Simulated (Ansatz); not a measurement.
## triplet SiC: levels of theory in one basis

```yaml
atoms:
  - { symbol: Si, position_ang: [0.0000, 0.0000, 0.0000] }
  - { symbol: C, position_ang: [0.0000, 0.0000, 1.6321] }
```

Basis set: def2-SVP (spherical functions). Frozen core: 6 orbitals. Correlation on ROHF uses semicanonical orbitals with singles. Charge 0, multiplicity 3.

Computed with Ansatz (development build ahead of 0.2.0); each method stands on the lowest determinant of its kind that the runs found.

| method | E − E(ROHF) (eV) | <S²> of the determinant |
| --- | --- | --- |
| ROHF | 0.00 | 2.00 |
| UHF | -0.42 | 2.39 |
| ROHF-MP2 | -4.27 | – |
| ROHF-CCSD(T) | -5.39 | – |
| UHF-CCSD(T) | -5.37 | 2.39 |

Question: What does UHF-MP2 give on the same scale?

Answer: -4.00 eV.

Caution for UHF, UHF-MP2, UHF-CCSD(T): the unrestricted determinant is spin contaminated.
